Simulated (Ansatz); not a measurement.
Reaction: C3H3N (SMILES C=CC#N) → C3H2N (SMILES C=[C]C#N, doublet) + H (doublet) (the C-H bond breaks)
Each species at its own B3LYP-D3(BJ)/def2-TZVP minimum (Ansatz, an electronic-structure program).

Quantity: bond dissociation energy (electronic), in kcal/mol. UHF or UKS for unpaired electrons; spin-orbit terms are left out. CBS(X,Y): correlation extrapolated as X^-3, Hartree-Fock from the larger set. A bracket is a step between two methods taken in the basis named. The functionals are non-relativistic, so their misses hold any scalar relativity. Double hybrids freeze cores in their MP2 part. 'core' is core correlation in cc-pwCVTZ, 'X2C' scalar relativity in cc-pVTZ-DK, both at CCSD(T). For partners of very few electrons the exact lower level stands in for a higher one. The restricted determinant of C3H3N (C=CC#N, singlet) is unstable towards broken spin symmetry in at least one set run. The UHF reference of C3H2N (C=[C]C#N, doublet) is spin-contaminated (<S^2> up to 0.63 over the pure value in the sets run).

CCSD(T)/CBS(cc-pVTZ,cc-pVQZ) + [CCSDT(Q) - CCSD(T)]/cc-pVDZ + core + X2C (Ansatz) gives 114.7 kcal/mol.

How far off this value is PBE/def2-TZVPD (Ansatz), in which direction, and how far these levels: r2SCAN/def2-TZVPD, B3LYP/def2-TZVPD, PBE0/def2-TZVPD, wB97M-V/def2-TZVPD, B2PLYP/def2-TZVPD, CCSD(T)/CBS(cc-pVTZ,cc-pVQZ) + core + X2C?

PBE gives 104.1 kcal/mol, 10.6 kcal/mol below it. Differences of the others: r2SCAN/def2-TZVPD (Ansatz) -10.6; B3LYP/def2-TZVPD (Ansatz) -6.8; PBE0/def2-TZVPD (Ansatz) -7.7; wB97M-V/def2-TZVPD (Ansatz) -1.6; B2PLYP/def2-TZVPD (Ansatz) -3.2; CCSD(T)/CBS(cc-pVTZ,cc-pVQZ) + core + X2C (Ansatz) 1.7 kcal/mol.
